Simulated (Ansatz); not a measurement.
Gas-phase electronic energies from Ansatz, PBE0-D4/def2-TZVP geometries. CBS: MP2 limit from def2 TZ/QZ plus the TZ coupled-cluster correction, frozen cores. This one scheme is used for every species. DFT in def2-TZVPP. B3LYP here is the variant with VWN-RPA as its local correlation; programs differ in this. HSE06 is defined as in plane-wave codes. Each species was taken in one conformer, which may not be the lowest.

Reaction (hydrogenolysis of a C–C bond): `CCC(F)CF` + H₂ → `CC(F)CF` + CH₄

```csv
level,ΔE (kJ/mol),difference from CCSD(T)/CBS
LDA (SPW92),-63.2,4.2
PBE-D4,-67.9,-0.5
revPBE-D4,-63.0,4.4
BLYP-D4,-69.8,-2.4
r2SCAN-D4,-70.0,-2.6
PBE0-D4,-69.9,-2.5
B3LYP-D4,-72.3,-4.9
r2SCANh-D4,-70.5,-3.1
r2SCAN0-D4,-71.2,-3.8
BHLYP-D4,-75.1,-7.7
CAM-B3LYP-D4,-72.9,-5.5
ωB97X-V,-68.5,-1.1
ωB97M-V,-69.1,-1.7
B2PLYP,-75.1,-7.7
PBE-QIDH,-70.6,-3.2
PBE,-72.9,-5.5
revPBE,-77.1,-9.7
r2SCAN,-71.5,-4.1
PBE0,-74.3,-6.9
B3LYP,-80.1,-12.7
r2SCANh,-72.1,-4.7
r2SCAN0,-73.0,-5.6
HSE06,-74.3,-6.9
BHLYP,-80.8,-13.4
CAM-B3LYP,-77.3,-9.9
LC-ωPBE,-73.7,-6.3
RPA@PBE/def2-TZVPP,-65.3,2.1
HF/def2-SVP,-85.7,-18.3
MP2/def2-SVP,-64.3,3.1
CCSD/def2-SVP,-69.5,-2.1
CCSD(T)/def2-SVP,-66.4,1.0
HF/def2-TZVPP,-86.8,-19.4
MP2/def2-TZVPP,-65.7,1.7
SCS-MP2/def2-TZVPP,-68.9,-1.5
CCSD/def2-TZVPP,-71.8,-4.4
HF/def2-QZVPP,-86.8,-19.4
MP2/def2-QZVPP,-65.2,2.2
SCS-MP2/def2-QZVPP,-68.5,-1.1
HF/CBS(def2),-86.8,-19.4
CCSD/CBS(def2),-71.0,-3.6
CCSD(T)/CBS,-67.4,0
```

Largest T1 diagnostic among the species: 0.010.

In def2-TZVPP, CCSD(T) changes the Hartree–Fock value by +18.6 kJ/mol (the triples alone add +3.5 kJ/mol) and MP2 by +21.1 kJ/mol. The D4 term adds +7.9 kJ/mol with B3LYP and +4.4 kJ/mol with PBE0; it sums over pairs of atoms, weighted by their polarisabilities, and B3LYP, whose exchange is more repulsive, gets the larger term. Leaving LDA and LC-ωPBE aside and taking each functional with its dispersion term where it has one, the values, not all of them listed here, spread over 12.8 kJ/mol, from B97M-V to revPBE-D4. LDA lies +9.8 kJ/mol from PBE without D4.
